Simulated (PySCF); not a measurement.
These 2 structures share the formula C2H5FO. Computed with PySCF 2.14.0, PBE0-D3(BJ)/def2-SVP geometry optimisation, gas phase. Energies are electronic, without zero-point or thermal terms, for one conformer each. No frequencies were run at this level. Point groups hold within 0.08 Å.

Task: Rank from lowest to highest electronic energy at this level (kJ/mol).
A. `[OH:1][CH2:2][CH2:3][F:4]` with H–O1–C2–C3 -53°, O1–C2–C3–F4 60°
B. `[CH3:1][O:2][CH2:3][F:4]` with C1–O2–C3–F4 68° (methoxymethyl fluoride)

Result: A (0.0), B (9.4).

As drawn, the lower has an O–H bond, which the higher lacks. Neighbours under 10 kJ/mol apart (OCCF and COCF) can change places with a better method, another conformer or zero-point energy.

```json
{"SMILES": "OCCF", "E (Eh)": "-253.81169", "E rel (kJ/mol)": "0.0", "dipole (D)": "1.39", "point group": "C1", "A, B, C (MHz)": "15794, 5650, 4659"}
{"SMILES": "COCF", "E (Eh)": "-253.80812", "E rel (kJ/mol)": "9.4", "dipole (D)": "1.59", "point group": "C1", "A, B, C (MHz)": "18072, 5659, 4843"}
```

Task: How do the relative energies change in single points at PBE0/pcSseg-1 (no added dispersion term) on the same geometries?

Result: 
```csv
SMILES,PBE0-D3(BJ)/def2-SVP (kJ/mol),PBE0/pcSseg-1 (kJ/mol),shift
OCCF,0.0,0.0,0.0
COCF,9.4,9.1,-0.3
```

Each column counts from its own lowest isomer. The order is unchanged; the largest shift is 0.3 kJ/mol.
